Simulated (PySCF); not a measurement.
Compound: C4H5O (doublet state).
Structure used (GFN2-xTB), in Å, numbered top down from 1:
```xyz
10
C4H5O angstrom
O      1.840   -1.215    0.289
C      0.853   -0.562    0.134
C     -0.613   -0.897   -0.108
C     -0.862    0.570   -0.138
C      0.563    0.932    0.096
H     -1.088   -1.461    0.702
H     -0.804   -1.450   -1.033
H     -1.746    1.153   -0.278
H      1.074    1.468   -0.711
H      0.791    1.465    1.024
```

Identity: `O=C1C[CH]C1` [radical].

Theory: UKS B3LYP, pcH-1 on C H O, non-relativistic, mean-field spin-orbit, GIAO in PySCF 2.14.0. Geometry: GFN2-xTB; no solvent, vibrations or thermal averaging. Couplings are sensitive to structure, and on GFN2-xTB geometries they can be far from those on DFT ones. Stability of the SCF solution: not tested.

**Question.** Break the g tensor into its mass correction, gauge correction and orbital-Zeeman/spin–orbit terms.

**Answer.** 
| Δg (ppm) | 1 | 2 | 3 |
| --- | --- | --- | --- |
| relativistic mass correction | -134 | -134 | -134 |
| gauge correction | 1 | 21 | 21 |
| orbital Zeeman/spin–orbit | -7 | 627 | 680 |
| total | -140 | 513 | 567 |

So g = 2.00218, 2.00283, 2.00289 and g_iso = 2.00263; the tensor is close to axial: the two nearest values differ by 8 % of g3 − g1. Axes: g3 points within 1° of the C4–H8 bond.

**Question.** What are the electron Larmor frequencies g μB B/h along the three axes at 340 mT?

**Answer.** 9.5278, 9.5309, 9.5312 GHz for g1, g2 and g3, a range of 3.4 MHz.

**Question.** What effective moment and Curie constant follow for a powder?

**Answer.** With the mean of g² = 4.0105 and S(S+1) = 0.75: μ_eff = √(⟨g²⟩S(S+1)) = 1.734 μB and χT = 0.12505·⟨g²⟩·S(S+1) = 0.376 cm³ K/mol (cgs; spin-Hamiltonian part alone).

**Question.** Average each term over the three axes. Which is largest in size?

**Answer.** The orbital-Zeeman/spin–orbit term 433, the mass correction -134 and the gauge correction 14 ppm, for a total of 313 ppm. The orbital-Zeeman/spin–orbit term is the largest in size. The mass correction is the same along every axis, so the anisotropy comes from the other two: their spans along these axes are 20 (gauge) and 686 ppm (orbital Zeeman/spin–orbit).

**Question.** In a frozen sample, at which fields do the three g values resonate at 9.5, 34, 94 and 263 GHz (hyperfine left aside), and which band first spreads them over more than twice a line width of 0.3 mT?

**Answer.** 
| band | GHz | B(g3) mT | B(g2) mT | B(g1) mT | spread mT |
| --- | --- | --- | --- | --- | --- |
| X | 9.5 | 338.89 | 338.90 | 339.01 | 0.12 |
| Q | 34.0 | 1212.86 | 1212.89 | 1213.29 | 0.43 |
| W | 94.0 | 3353.20 | 3353.29 | 3354.39 | 1.18 |
| J | 263.0 | 9381.84 | 9382.09 | 9385.15 | 3.31 |

The spread grows in proportion to the frequency. W band is the first where it exceeds 0.6 mT.

The Mulliken spin populations are largest on C4 (+1.02), C5 (-0.09) and C3 (-0.09). C4 is the only atom above +0.15. The positive populations add up to 1.23 and the negative ones to -0.23, together 2S = 1. The angles at C4 add up to 360.0°, so it is planar; its axial dipolar tensor and the negative coupling of its proton fit spin in a p orbital normal to that plane.

The HOMO–LUMO gaps are 4.92 eV among the α and 5.11 eV among the β orbitals.
